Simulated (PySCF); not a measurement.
# BH⁻: basis, grid and Hamiltonian

Aim: see how much the energy and properties of BH⁻ depend on the numerical set-up.

The runs use PySCF 2.14.0; method and basis as typed in the scripts.

## 1. Starting geometry

BH⁻: 2 atoms, charge -1, spin multiplicity 2.

Bond lengths: B1–H2 1.297 Å.

## 2. The base run

File input.py:

```python
from pyscf import gto, scf, mp

mol = gto.M(
    atom='B 0 0 0; H 0 0 1.297',
    basis='6-31g*',
    charge=-1,
    spin=1,
    verbose=4,
)
mf = scf.UHF(mol)
mf = mf.density_fit(auxbasis='def2-universal-jkfit')
mf.kernel()
mp.MP2(mf, frozen=1).kernel()
mf.dip_moment()
print('orbital energies (hartree):', [e[max(0, n-3):n+3].round(4) for e, n in zip(mf.mo_energy, mol.nelec)])
```

On the command line:

```console
$ OMP_NUM_THREADS=1 python input.py
```

Its log is not repeated here.

In short: E(SCF) = -25.060543 Eh, 10 cycles, E(MP2) − E(SCF) = -0.05639 Eh, ⟨S²⟩ = 0.759.

The bond length is a typed value, not an optimised one. The dipole of an ion depends on the origin.

## 3. Cartesian functions on

Run 1 changes Cartesian functions: off → on.

File input.py:

```python
from pyscf import gto, scf, mp

mol = gto.M(
    atom='B 0 0 0; H 0 0 1.297',
    basis='6-31g*',
    charge=-1,
    spin=1,
    cart=True,
    verbose=4,
)
mf = scf.UHF(mol)
mf = mf.density_fit(auxbasis='def2-universal-jkfit')
mf.kernel()
mp.MP2(mf, frozen=1).kernel()
mf.dip_moment()
print('orbital energies (hartree):', [e[max(0, n-3):n+3].round(4) for e, n in zip(mf.mo_energy, mol.nelec)])
```

On the command line:

```console
$ OMP_NUM_THREADS=1 python input.py
```

## 4. Spin-free X2C on

Run 2 changes spin-free X2C: off → on.

Changes to input.py since step 2:

```diff
@@ -10,2 +10,3 @@
 mf = scf.UHF(mol)
+mf = mf.sfx2c1e()
 mf = mf.density_fit(auxbasis='def2-universal-jkfit')
```

## 5. Sto-3g

Run 3 changes basis set: 6-31g* → sto-3g.

Changes to input.py since step 2:

```diff
@@ -4,3 +4,3 @@
     atom='B 0 0 0; H 0 0 1.297',
-    basis='6-31g*',
+    basis='sto-3g',
     charge=-1,
```

## 6. Jorge-dzp-dkh (X2C on)

Run 4 changes basis set: 6-31g* → jorge-dzp-dkh; spin-free X2C: off → on.

Changes to input.py since step 2:

```diff
@@ -4,3 +4,3 @@
     atom='B 0 0 0; H 0 0 1.297',
-    basis='6-31g*',
+    basis='jorge-dzp-dkh',
     charge=-1,
@@ -10,2 +10,3 @@
 mf = scf.UHF(mol)
+mf = mf.sfx2c1e()
 mf = mf.density_fit(auxbasis='def2-universal-jkfit')
```

**Question.** What will these runs give? Wanted: for each run, E(SCF); from base; gap, α spin; after the SCF.

The runs gave:

```
                   run  E(SCF) (hartree)  from base (eV)  cycles  gap, α spin (eV)  functions              after the SCF
                  base        -25.060543               0      10              9.36         16  MP2 correlation -1.535 eV
Cartesian functions on        -25.060720         -0.0048      10              9.36         17  MP2 correlation -1.550 eV
      spin-free X2C on        -25.067108         -0.1787      10              9.36         16  MP2 correlation -1.535 eV
                sto-3g        -24.498904        +15.2830       8             13.39          6  MP2 correlation -0.548 eV
jorge-dzp-dkh (X2C on)        -25.100621  not comparable      10              8.19         20  MP2 correlation -1.882 eV
```

**Reading.** The highest filled level of this anion is positive, so the basis alone holds the extra electron and these numbers hang on it. Of the runs whose energies can be compared, “sto-3g” moves the SCF energy most (+15.283 eV). Scalar relativity lowers the total energy by 0.18 eV, nearly all of it in the inner shells. sto-3g (6 functions) gives an energy 15.28 eV higher than 6-31g* (16).
